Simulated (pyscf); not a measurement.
Single points on ωB97X-D3(BJ)/def2-SVP structures (PySCF, gas phase).

### Question
For the elementary gas-phase step H₂Se + F–W(F)(F)(F)(F)–F -> F–W(F)(F)(F)(F)–SeH + HF (singlet surface; H–Se, F–W broken, Se–W, F–H formed), what barrier and reaction energy does M06-2X/def2-TZVP give, measured from the separated reactants?

### Answer
ΔE‡ = 27.1 kcal/mol, ΔE = +16.7 kcal/mol. ωB97M-D3(BJ)/def2-TZVP gives 31.5 kcal/mol and +21.1 kcal/mol. Zero-point energy shifts the barrier by +0.9 kcal/mol. It is a four-centre exchange, with an imaginary mode of 787i cm⁻¹. On the reactant side the descent ends in an adduct with a Se–W contact, 6.0 kcal/mol over the separated species and 19.8 kcal/mol under the saddle at ωB97X-D3(BJ)/def2-TZVP. What is counted as formed (Se–W) is already present as a longer contact in the reactant adduct; forming that adduct is a step of its own. At ωB97X-D3(BJ)/def2-TZVP the barrier from the zero used here is 25.8 kcal/mol. This is the saddle that the search found; another between the same sides may lie lower. Elements up to Kr have no core potential and no relativistic terms here. Elements past Kr carry the def2 core potentials, without spin-orbit coupling.
